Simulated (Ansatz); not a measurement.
# AlHS (quintet): wave-function methods side by side, def2-TZVPP

An exercise on one series of results from a longer session: the logs are not shown, and one member is left open.

Method: def2-TZVPP, core rule «outside noble gas», up to 10 orbitals frozen; program: Ansatz 0.2.0, Gaussian basis.

Plan: UHF; ROHF; CCSD(T) on UHF.

2 further runs of the same task are left out: 2 set aside as unsound or not needed.

## The system

The geometry is a PBE0/def2-TZVP stationary point (not a proven minimum) of the parent state, kept for this charge and spin.

3 atoms, charge 0, spin multiplicity 5.

Atoms are counted from 1 here; the program's logs count them from 0.

Bond lengths: Al1–S2 2.185 Å, S2–H3 1.348 Å. Angles: Al1–S2–H3 99.2°.

The first run:

in.yaml

```yaml
crystal:
  periodic: [false, false, false]
  atoms:
    - {symbol: Al, position_ang: [0.000000, 0.032224, 1.206475]}
    - {symbol: S, position_ang: [0.000000, -0.066502, -0.975876]}
    - {symbol: H, position_ang: [0.000000, 1.252993, -1.251158]}
basis:
  gaussian: {orbitals: def2-TZVPP}
magnetization: {spin_polarized: true, initial_magnetization: 4}
hamiltonian: {xc: hf}
output: {orbitals: {seedname: orbitals}}
```

The run is started by

```
$ ansatz run in.yaml --threads 1 --pin off --events-out ev --progress --plain --max-ram 4096MiB --backend cpu
```

Steps of the session up to this table: UHF; ROHF; CCSD(T) on UHF.

One table of the session follows, with a row left open; its other results are not shown here.

It belongs to the step «Misses and costs». 

```
  method  from UCCSD(T) (kcal/mol)
    ROHF                   +139.31
     UHF                         ?
    UMP2                    +24.76
   UCCSD                     +5.30
UCCSD(T)                         0
```

**Question.** Estimate the row for UHF.

**Answer.** from UCCSD(T) (kcal/mol): +135.47. In the column «from UCCSD(T) (kcal/mol)» it lies between UMP2 (+24.76) and ROHF (+139.31).
